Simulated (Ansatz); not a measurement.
# AlPH4 (triplet): from Hartree-Fock to the top rungs at a displaced geometry (v1), cc-pVDZ

One table from this session's results is given with a row withheld; the runs are named, their logs left out.

Program: Ansatz 0.2.0, Gaussian basis. Level of theory: cc-pVDZ, core rule «outside noble gas», up to 10 orbitals frozen. These are calculated values, not measurements.

The runs, in order: UHF; CCSD(T) on ROHF; CCSD(T) on UHF; BCCD(T) on ROHF; CISD as a restricted active space (open shells left free, so some higher excitations enter); CCSDT(Q) on ROHF; CCSDT(Q) on UHF.

21 further runs of the same task are left out: 1 for a known fault of the program, 7 that didn't finish, 13 set aside as unsound or not needed. Runs told in other sessions of the task aren't counted.

### What is computed

The geometry is a PBE0/def2-TZVP stationary point (not a proven minimum) with its atoms shifted at random (size 0.040 Å).

6 atoms, charge 0, spin multiplicity 3.

Atoms are counted from 1 here; the program's logs count them from 0.

Bond lengths: Al1–P2 2.454 Å, Al1–H3 1.636 Å, Al1–H4 1.584 Å, P2–H5 1.422 Å, P2–H6 1.458 Å. Angles: P2–Al1–H3 63.1°, P2–Al1–H4 109.6°, H3–Al1–H4 112.5°, Al1–P2–H5 108.2°, Al1–P2–H6 111.8°, H5–P2–H6 91.3°.

Set-up of the first run:

Input file in.yaml:

```yaml
crystal:
  periodic: [false, false, false]
  atoms:
    - {symbol: Al, position_ang: [0.038279, -0.091360, 1.322886]}
    - {symbol: P, position_ang: [0.058252, 0.093658, -1.124389]}
    - {symbol: H, position_ang: [-1.162087, -0.852235, 0.512706]}
    - {symbol: H, position_ang: [-0.432239, 1.282370, 1.955119]}
    - {symbol: H, position_ang: [0.052051, -1.219787, -1.670433]}
    - {symbol: H, position_ang: [-1.272471, 0.357175, -1.657506]}
basis:
  gaussian: {orbitals: cc-pVDZ}
magnetization: {spin_polarized: true, initial_magnetization: 2}
hamiltonian: {xc: hf}
output: {orbitals: {seedname: orbitals}}
```

Run with:

```sh
$ ansatz run in.yaml --threads 1 --pin off --events-out ev --progress --plain --max-ram 2393MiB
```

Steps of the session up to this table: UHF; CCSD(T) on ROHF; CCSD(T) on UHF; BCCD(T) on ROHF; CISD as a restricted active space (open shells left free, so some higher excitations enter); CCSDT(Q) on ROHF; CCSDT(Q) on UHF.

One of the session's tables, all rows but one given; the rest of the session is left out.

```
   method  from UCCSDT(Q) (meV)
     ROHF               +6404.8
      UHF               +6252.2
     RMP2               +1374.7
     UMP2               +1387.9
     CISD                +745.9
    RCCSD                +214.4
    UCCSD                +210.5
 RCCSD(T)                     ?
 UCCSD(T)                 +44.7
  BCCD(T)                 +43.6
   RCCSDT                  +8.4
   UCCSDT                  +7.8
RCCSDT(Q)                  +0.8
UCCSDT(Q)                     0
```

Estimate the missing values for RCCSD(T).

**Answer.** from UCCSDT(Q) (meV): +44.3. In the column «from UCCSDT(Q) (meV)» it lies between BCCD(T) (+43.6) and UCCSD(T) (+44.7).

Caveats from the session: Restricted and unrestricted rows rest on different reference determinants; a gap between their highest levels can come from leftover correlation error, from unlike frozen cores or from another state.
